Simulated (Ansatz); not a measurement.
This geometry of CH2OS (5 atoms, charge 0, multiplicity 1) is a first-order saddle point.

These are results of Ansatz, RKS PBE/def2-SVP, not measurements.

```xyz
5
Properties=species:S:1:pos:R:3
O -1.116 -0.352 0.156
C 0.088 0.118 -0.173
S 1.398 -0.367 0.851
H -1.746 0.005 -0.506
H 1.426 0.523 -0.370
```

Problem. Which two structures does it join? (They come from a converged band through this point; their orientation in space is the band's.)

Solution. Bonds broken: C2–H5. Bonds formed: S3–H5.

Image 0:

```xyz
5
Properties=species:S:1:pos:R:3
O -0.971 -0.281 0.096
C 0.349 -0.018 0.088
S 1.396 -0.601 1.186
H -1.390 0.180 -0.660
H 0.666 0.646 -0.751
```

Image 10:

```xyz
5
Properties=species:S:1:pos:R:3
O -1.209 -0.388 0.179
C -0.141 0.206 -0.357
S 1.245 -0.240 0.641
H -1.964 -0.129 -0.386
H 2.119 0.476 -0.119
```

Problem. How far does it lie above each of them?

Solution. 267.9 kJ/mol above the first and 102.9 kJ/mol above the second. This is the barrier of this one path; another mechanism may lie lower. The orbitals stay closed-shell, which can raise the energy where a bond breaks towards radicals; this wasn't checked here.

Time of the run: 63 s on 1 thread of Arm Neoverse V2 (shared host), peak memory 0.092 GiB.
